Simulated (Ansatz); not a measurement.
For InSe (R3m, No. 160), LDA in Ansatz (plane waves, PAW) gives:

| Property | Result |
|---|---|
| lattice parameter a | 3.973 Å |
| lattice parameter c | 24.386 Å |

### Question
What does r²SCAN in Ansatz (PAW) give for the same quantities?

### Answer

- lattice constant a: 4.043 Å (grows by 1.8 %)
- lattice parameter c: 26.056 Å (grows by 6.8 %)

Changes are worked out from the printed values.

Unless a cell is named, each level is at its own relaxed cell (LDA 27.78, r²SCAN 30.74 Å³/atom).

Caveats: LDA has no dispersion term either, though it tends to give short spacings of layers, chains or molecules (LDA); the cell comes from a level without a dispersion term, which matters for the spacing of layers, chains or molecules (r²SCAN). Ansatz's density-functional and Hartree–Fock values are scalar-relativistic unless marked +SOC, with PAW data made under PBE.

Ansatz is an electronic-structure program.
